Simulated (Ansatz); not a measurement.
**Molecular dynamics, step by step**

CH7B, closed shell, SPW92/def2-SVP (Ansatz 0.2.0). Settings (timestep in fs, temperature in K; T counts 21 degrees of freedom):

```yaml
hamiltonian: {xc: lda}
md: {n_steps: 80, timestep: 0.5, temperature: 100, ensemble: nve, seed: 16, initial_velocities: maxwell_boltzmann}
```

Start, the saddle point found with PBE0-D4 in triple zeta (not stationary at another level):

```
9
angstrom
B 0.2149 -0.8168 0.2517
C -0.3577 0.8238 -0.0655
H -0.7080 -1.5519 0.0780
H 0.8620 -0.7772 1.2526
H 0.5576 -0.0750 -0.6953
H 1.0398 -1.0829 -0.6750
H -0.9560 0.9722 -0.9658
H -1.0258 0.8791 0.7910
H 0.3730 1.6287 0.0283
```

| step | time (fs) | potential energy less the start (meV) | kinetic energy (meV) | T (K) |
| --- | --- | --- | --- | --- |
| 0 | 0.00 | 0.0 | 90.5 | 100 |
| 5 | 2.50 | 7.6 | 83.1 | 92 |
| 10 | 5.00 | 14.8 | 76.0 | 84 |
| 15 | 7.50 | 5.9 | 84.8 | 94 |
| 20 | 10.00 | -28.4 | 119.1 | 132 |
| 25 | 12.50 | -83.5 | 174.2 | 193 |
| 30 | 15.00 | -146.0 | 236.6 | 261 |
| 35 | 17.50 | -214.8 | 305.2 | 337 |
| 40 | 20.00 | -232.0 | 322.7 | 357 |
| 45 | 22.50 | -218.3 | 308.7 | 341 |
| 50 | 25.00 | -137.7 | 228.4 | 252 |
| 55 | 27.50 | -78.7 | 169.1 | 187 |
| 60 | 30.00 | -33.6 | 124.5 | 138 |
| 65 | 32.50 | -60.2 | 150.4 | 166 |
| 70 | 35.00 | -44.2 | 135.3 | 149 |
| 75 | 37.50 | -74.0 | 164.2 | 181 |
| 80 | 40.00 | -22.5 | 113.7 | 126 |

Step 5, positions (Å) and forces (eV/Å):

| atom | x | y | z | Fx | Fy | Fz |
| --- | --- | --- | --- | --- | --- | --- |
| B1 | 0.215 | -0.810 | 0.253 | -0.660 | 0.361 | 0.205 |
| C2 | -0.358 | 0.815 | -0.065 | 1.179 | 0.589 | -0.138 |
| H3 | -0.730 | -1.560 | 0.047 | 0.196 | 0.032 | 0.058 |
| H4 | 0.862 | -0.780 | 1.282 | 0.054 | -0.036 | -0.088 |
| H5 | 0.562 | -0.103 | -0.731 | 0.092 | 0.281 | -0.094 |
| H6 | 1.046 | -1.070 | -0.667 | 0.357 | -0.387 | -0.241 |
| H7 | -0.981 | 0.976 | -0.965 | -0.042 | -0.010 | -0.121 |
| H8 | -1.007 | 0.894 | 0.800 | -0.550 | 0.051 | 0.606 |
| H9 | 0.395 | 1.675 | 0.038 | -0.625 | -0.881 | -0.187 |

Step 15, positions (Å) and forces (eV/Å):

```json
{"atom": "B1", "x": "0.205", "y": "-0.792", "z": "0.256", "Fx": "-0.108", "Fy": "0.308", "Fz": "-0.471"}
{"atom": "C2", "x": "-0.350", "y": "0.805", "z": "-0.064", "Fx": "-1.389", "Fy": "-0.303", "Fz": "0.743"}
{"atom": "H3", "x": "-0.725", "y": "-1.560", "z": "0.001", "Fx": "0.336", "Fy": "0.101", "Fz": "0.181"}
{"atom": "H4", "x": "0.860", "y": "-0.792", "z": "1.303", "Fx": "-0.108", "Fy": "-0.033", "Fz": "-0.443"}
{"atom": "H5", "x": "0.591", "y": "-0.133", "z": "-0.798", "Fx": "0.235", "Fy": "-0.362", "Fz": "0.408"}
{"atom": "H6", "x": "1.100", "y": "-1.096", "z": "-0.681", "Fx": "-0.282", "Fy": "0.157", "Fz": "0.153"}
{"atom": "H7", "x": "-1.014", "y": "0.976", "z": "-0.953", "Fx": "0.280", "Fy": "-0.145", "Fz": "0.278"}
{"atom": "H8", "x": "-1.017", "y": "0.924", "z": "0.853", "Fx": "0.396", "Fy": "-0.160", "Fz": "-0.769"}
{"atom": "H9", "x": "0.352", "y": "1.633", "z": "0.026", "Fx": "0.640", "Fy": "0.438", "Fz": "-0.080"}
```

Step 40, positions (Å) and forces (eV/Å):

| atom | x | y | z | Fx | Fy | Fz |
| --- | --- | --- | --- | --- | --- | --- |
| B1 | 0.159 | -0.704 | 0.231 | 0.439 | -0.594 | 0.129 |
| C2 | -0.364 | 0.779 | -0.020 | -1.319 | -0.657 | 0.277 |
| H3 | -0.617 | -1.648 | -0.023 | 0.314 | 0.402 | 0.035 |
| H4 | 0.928 | -0.862 | 1.204 | -0.323 | 0.081 | -0.362 |
| H5 | 0.957 | -0.366 | -0.891 | -0.035 | -0.758 | 0.314 |
| H6 | 1.146 | -1.206 | -0.647 | -0.114 | 0.425 | -0.155 |
| H7 | -0.985 | 0.871 | -0.935 | -0.073 | 0.064 | 0.002 |
| H8 | -1.033 | 1.004 | 0.856 | 0.290 | 0.034 | -0.357 |
| H9 | 0.413 | 1.519 | -0.063 | 0.822 | 1.004 | 0.116 |

Last step (80):

B1  (0.179, -0.694, 0.236)
C2  (-0.404, 0.805, -0.013)
H3  (-0.528, -1.611, -0.120)
H4  (0.903, -0.840, 1.187)
H5  (1.378, -0.751, -1.053)
H6  (1.094, -1.474, -0.668)
H7  (-1.091, 0.978, -0.901)
H8  (-1.056, 1.004, 0.926)
H9  (0.374, 1.588, -0.019)
(Å)

Hardware: 2 CPU threads, shared host. Wall time about 31 s.
